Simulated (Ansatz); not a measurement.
**Si2H6: a rigid scan of the bond length Si2–H8**

One table from this session's results is given with a row withheld; the runs are named, their logs left out.

Computed with Ansatz 0.2.0, Gaussian basis. Level: single points in def2-TZVPP.

Levels: PBE-D4, r2SCAN-D4, PBE0-D4, B3LYP-D4, wB97M-V, Hartree-Fock, MP2, CCSD, CCSD(T). The scan takes 1.279, 1.323, 1.387, 1.462, 1.545, 1.635, 1.730, 1.830, 1.934 Å.

Correlated methods freeze the cores. B3LYP uses VWN-RPA correlation.

26 further runs of the same task are left out: 26 set aside as unsound or not needed.

## The system as given

The minimum, relaxed at PBE0-D4: SMILES `[SiH3][SiH3]`, 8 atoms, charge 0, spin multiplicity 1.

Atoms are counted from 1 here; the program's logs count them from 0.

Bond lengths: Si1–Si2 2.339 Å, Si1–H3 1.488 Å, Si1–H4 1.488 Å, Si1–H5 1.488 Å, Si2–H6 1.488 Å, Si2–H7 1.488 Å, Si2–H8 1.488 Å. Angles: Si2–Si1–H3 110.3°, Si2–Si1–H4 110.3°, Si2–Si1–H5 110.3°, H3–Si1–H4 108.7°, H3–Si1–H5 108.7°, H4–Si1–H5 108.7°, Si1–Si2–H6 110.3°, Si1–Si2–H7 110.3°, Si1–Si2–H8 110.3°, H6–Si2–H7 108.7°, H6–Si2–H8 108.7°, H7–Si2–H8 108.7°.

Geometry (Å):

```mol
H6Si2
  3D, bonds by distance, orders not assigned

  8  7  0  0  0  0  0  0  0  0999 V2000
   -0.3405    0.4902   -1.0049 Si  0  0
    0.3635   -0.5044    0.9910 Si  0  0
    0.8339    0.9482   -1.7949 H   0  0
   -1.1129   -0.4839   -1.8219 H   0  0
   -1.2080    1.6641   -0.7179 H   0  0
    1.1390    0.4686    1.8063 H   0  0
    1.2281   -1.6805    0.7040 H   0  0
   -0.8110   -0.9592    1.7826 H   0  0
  1  2  8  0
  1  3  8  0
  1  4  8  0
  1  5  8  0
  2  6  8  0
  2  7  8  0
  2  8  8  0
M  END
```

Energies of the minimum (eV), from earlier single points: PBE-D4 -15844.60727, r2SCAN-D4 -15851.53406, PBE0-D4 -15846.36757, B3LYP-D4 -15854.75612, wB97M-V -15851.23987, CCSD(T) -15828.60056.

At the minimum the bond length Si2–H8 is 1.488 Å.

The first run:

ccsdt-tzvpp/in.yaml reads:

```yaml
crystal:
  periodic: [false, false, false]
  atoms:
    - {symbol: Si, position_ang: [-0.340494, 0.490198, -1.004948]}
    - {symbol: Si, position_ang: [0.363520, -0.504446, 0.990999]}
    - {symbol: H, position_ang: [0.833867, 0.948192, -1.794945]}
    - {symbol: H, position_ang: [-1.112933, -0.483915, -1.821908]}
    - {symbol: H, position_ang: [-1.208011, 1.664091, -0.717949]}
    - {symbol: H, position_ang: [1.139019, 0.468588, 1.806340]}
    - {symbol: H, position_ang: [1.228114, -1.680486, 0.703963]}
    - {symbol: H, position_ang: [-0.646279, -0.895448, 1.671635]}
basis:
  gaussian: {orbitals: def2-TZVPP}
correlation: {method: ccsd_t}
```

No record of the launch command was kept for these runs.

Steps of the session up to this table: Si2–H8 = 1.279 Å; Si2–H8 = 1.323 Å; Si2–H8 = 1.387 Å; Si2–H8 = 1.462 Å; Si2–H8 = 1.545 Å; Si2–H8 = 1.635 Å; Si2–H8 = 1.730 Å; Si2–H8 = 1.830 Å; Si2–H8 = 1.934 Å.

One of the session's tables, all rows but one given; the rest of the session is left out.

It belongs to the step «The curves». Energies less that of the minimum at the same level (kJ/mol):

| bond length (Å) | PBE-D4 | PBE0-D4 | B3LYP-D4 | wB97M-V | Hartree-Fock |
| --- | --- | --- | --- | --- | --- |
| 1.279 | 53.4 | 50.9 | 48.5 | 47.3 | 49.0 |
| 1.323 | 31.6 | 29.5 | 27.7 | 26.7 | 27.7 |
| 1.387 | 11.3 | 9.9 | 9.0 | 8.3 | 8.6 |
| 1.462 | 0.9 | 0.6 | 0.4 | 0.2 | 0.2 |
| 1.488 (minimum) | 0.0 | 0.0 | 0.0 | 0.0 | 0.0 |
| 1.545 | 1.7 | 2.6 | 3.0 | 3.5 | 3.7 |
| 1.635 | 12.6 | 15.1 | 15.8 | 17.3 | 18.1 |
| 1.730 | 31.5 | 35.8 | 36.4 | 39.4 | 41.5 |
| 1.830 | ? | ? | ? | ? | ? |
| 1.934 | 83.8 | 92.9 | 91.3 | 100.4 | 106.7 |

Q: Estimate the row for bond length (Å) = 1.830 from the others.

Worked estimate for «PBE-D4». A straight line through the neighbours (1.730, 31.5) and (1.934, 83.8) gives 31.5 + (83.8 − 31.5) × (1.830 − 1.730) / (1.934 − 1.730) = 57.1; a parabola fitted to 3 rows on both sides gives 55.1.

As computed: PBE-D4: 55.4; PBE0-D4: 62.1; B3LYP-D4: 61.6; wB97M-V: 67.8; Hartree-Fock: 71.7. In «PBE-D4» the line misses by +1.7 and the parabola by -0.3.

To keep in mind: A polynomial through the near points puts the CCSD(T) minimum 0.006 Å below the PBE0-D4 value.
